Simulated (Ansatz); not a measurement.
**CH4O2S2: a ladder of functionals and wavefunction methods**

Aim: compute CH4O2S2 with functionals from several rungs and with coupled cluster, and see how far each lands from CCSD(T) at the basis-set limit for the atomisation energy.

Computed with Ansatz 0.2.0, Gaussian basis. Level: functionals in def2-TZVPP, the program's frozen cores in correlated methods.

Plan: LDA (SPW92), PBE-D4, revPBE-D4, BLYP-D4, r2SCAN-D4, B97M-V, PBE0-D4, B3LYP-D4, r2SCANh-D4, r2SCAN0-D4, HSE06-D4, BHLYP-D4, CAM-B3LYP-D4, LC-ωPBE, ωB97X-V, ωB97M-V, B2PLYP, PBE-QIDH; CCSD(T)/def2-SVP; CCSD(T)/def2-TZVPP; MP2/def2-QZVPP; extrapolation to the limit; RPA on PBE.

### Step 1. The geometry

All runs share one geometry, relaxed beforehand with PBE0-D4 in a triple-zeta def2 set.

9 atoms, charge 0, spin multiplicity 1.

Atoms are counted from 1 here; the program's logs count them from 0.

Bond lengths: O1–C2 1.386 Å, O1–H6 0.967 Å, C2–O3 1.386 Å, C2–S4 1.827 Å, C2–S5 1.827 Å, O3–H7 0.967 Å, S4–H8 1.341 Å, S5–H9 1.341 Å. Angles: C2–O1–H6 107.1°, O1–C2–O3 112.9°, O1–C2–S4 107.5°, O1–C2–S5 107.4°, O3–C2–S4 107.4°, O3–C2–S5 107.5°, S4–C2–S5 114.3°, C2–O3–H7 107.1°, C2–S4–H8 95.5°, C2–S5–H9 95.5°.

As a file:

| atom | x (Å) | y (Å) | z (Å) |
| --- | --- | --- | --- |
| O1 | -0.90888 | -0.48332 | -0.99343 |
| C2 | -0.00126 | 0.02633 | -0.07799 |
| O3 | 0.70233 | 1.11608 | -0.56680 |
| S4 | 1.21291 | -1.28927 | 0.28417 |
| S5 | -0.95157 | 0.59178 | 1.37574 |
| H6 | -1.54662 | 0.21806 | -1.18260 |
| H7 | 1.20092 | 0.81090 | -1.33668 |
| H8 | 0.30107 | -2.24689 | 0.50988 |
| H9 | 0.07960 | 1.21003 | 1.97062 |

### Step 2. LDA

This LDA is Slater exchange with PW92 correlation.

Contents of in.yaml:

```yaml
crystal:
  periodic: [false, false, false]
  atoms:
    - {symbol: O, position_ang: [-0.908880, -0.483320, -0.993425]}
    - {symbol: C, position_ang: [-0.001263, 0.026330, -0.077994]}
    - {symbol: O, position_ang: [0.702328, 1.116079, -0.566799]}
    - {symbol: S, position_ang: [1.212912, -1.289267, 0.284166]}
    - {symbol: S, position_ang: [-0.951574, 0.591779, 1.375738]}
    - {symbol: H, position_ang: [-1.546620, 0.218058, -1.182604]}
    - {symbol: H, position_ang: [1.200919, 0.810901, -1.336675]}
    - {symbol: H, position_ang: [0.301074, -2.246895, 0.509880]}
    - {symbol: H, position_ang: [0.079604, 1.210035, 1.970615]}
basis:
  gaussian: {orbitals: def2-TZVPP}
hamiltonian: {xc: lda}
output: {orbitals: {seedname: orbitals}}
```

Further steps of the session: PBE-D4 (GGA); revPBE-D4 (GGA); BLYP-D4 (GGA); r2SCAN-D4 (meta-GGA); B97M-V (meta-GGA); PBE0-D4 (hybrid); B3LYP-D4 (hybrid); r2SCANh-D4 (hybrid); r2SCAN0-D4 (hybrid); HSE06-D4 (hybrid); BHLYP-D4 (hybrid); CAM-B3LYP-D4 (range-separated); LC-ωPBE (range-separated); ωB97X-V (range-separated); ωB97M-V (range-separated); B2PLYP (double hybrid); PBE-QIDH (double hybrid); CCSD(T) in def2-SVP; CCSD(T) in def2-TZVPP; MP2 in def2-QZVPP; RPA on PBE orbitals.

Before running them: what should the planned runs give, taken together? Wanted: atomisation energy, CCSD(T)/CBS; farthest beyond LDA; mean size of error, GGA; mean size of error, meta-GGA; mean size of error, hybrid; mean size of error, range-separated; mean size of error, double hybrid; gap, smallest and largest; T1 diagnostic.

**Answer**, as computed:

```
                               quantity                                                              value
        atomisation energy, CCSD(T)/CBS                                                      3086.4 kJ/mol
 functionals within 15.4 kJ/mol (0.5 %)  revPBE-D4, BLYP-D4, r2SCAN-D4, B97M-V, PBE0-D4, HSE06-D4, ωB97X-V
                    farthest beyond LDA                                           BHLYP-D4 (-186.8 kJ/mol)
                mean size of error, GGA                                                        37.5 kJ/mol
           mean size of error, meta-GGA                                                         4.7 kJ/mol
             mean size of error, hybrid                                                        55.7 kJ/mol
    mean size of error, range-separated                                                        20.7 kJ/mol
      mean size of error, double hybrid                                                        58.4 kJ/mol
              gap, smallest and largest                          4.30 eV (LDA (SPW92)), 11.71 eV (LC-ωPBE)
                          T1 diagnostic                                                             0.0122
triples share of the correlation energy                                                              4.2 %
```

**Reading.** The LDA atomisation energy is off by 621.7 kJ/mol (20 %): it overbinds. PBE-D4 is off by +104.5 kJ/mol. Double hybrids carry the basis error of their MP2 part in triple zeta, and no dispersion term here, so their miss is partly the set-up's. Taken by rung, meta-GGA functionals do best (4.7 kJ/mol on average) and double hybrid ones worst beyond LDA (58.4 kJ/mol). Misses under about 15.4 kJ/mol are within the doubt on the reference itself, which lacks core-valence correlation, relativity and higher excitations. Hartree-Fock recovers 63 % of the binding; the rest is correlation. CCSD(T) in def2-SVP is off by -246.2 kJ/mol, more than most functionals: a good method in a small basis is no reference. The gap grows from 4.3 to 11.7 eV across the functionals, mostly with the share of exact exchange.
